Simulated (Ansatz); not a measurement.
For rock-salt SnTe (cubic form, which distorts at low temperature), PBEsol (PAW; Ansatz, a quantum-chemistry and plane-wave program) gives:

| Item | Value |
|---|---|
| lattice constant a | 6.288 Å |
| bulk modulus | 47.2 GPa |
| cohesive energy | 3.47 eV/atom |
| band gap at the measured cell | 0.00 eV |

**Question.** What does Hartree–Fock in Ansatz (plane waves, PAW) give for the same quantities?

**Answer.** 
- lattice constant a: 6.665 Å (goes up by 6.0 %)
- bulk modulus: 35.3 GPa (shrinks by 25 %)
- cohesive energy: 1.19 eV/atom (drops by 2.28 eV/atom)
- band gap at the measured cell: 3.64 eV (increases by 3.64 eV)

For comparison: lattice constant a 6.316 Å (measured, room temperature, no zero-point or thermal correction; as tabulated in Maiti et al. (2022), arXiv:2109.01420); bulk modulus 37.8 GPa (measured, temperature not stated, no zero-point or thermal correction; as tabulated in Toher et al. (2017), arXiv:1611.05714); band gap 0.3 eV (measured, 4 K, zero-point motion not removed, bulk gap, ARPES or transport; rounded; as tabulated in Ando (2013), arXiv:1304.5693).

Changes are worked out from the printed values.

Unless a cell is named, each level is at its own relaxed cell (PBEsol 31.07, Hartree–Fock 37.00 Å³/atom).

Levels without +SOC leave out spin–orbit coupling, which shifts energies and cells of such heavy elements.

Levels without +SOC have no spin–orbit coupling; where heavier elements are present it shifts gaps, mostly down, and can invert bands. A gap of zero means that the bands touch or overlap. Density-functional gaps are differences of (generalised) Kohn–Sham levels.

Caveats: symmetry holds this phase in the static calculation, where it need not be a minimum (PBEsol, Hartree–Fock); the cell is over a tenth larger than the published one: the level's own overestimate first of all, though another phase or state, or a fault of the published cell, is possible (Hartree–Fock). Ansatz's density-functional and Hartree–Fock values are scalar-relativistic unless marked +SOC, with PAW data made under PBE.
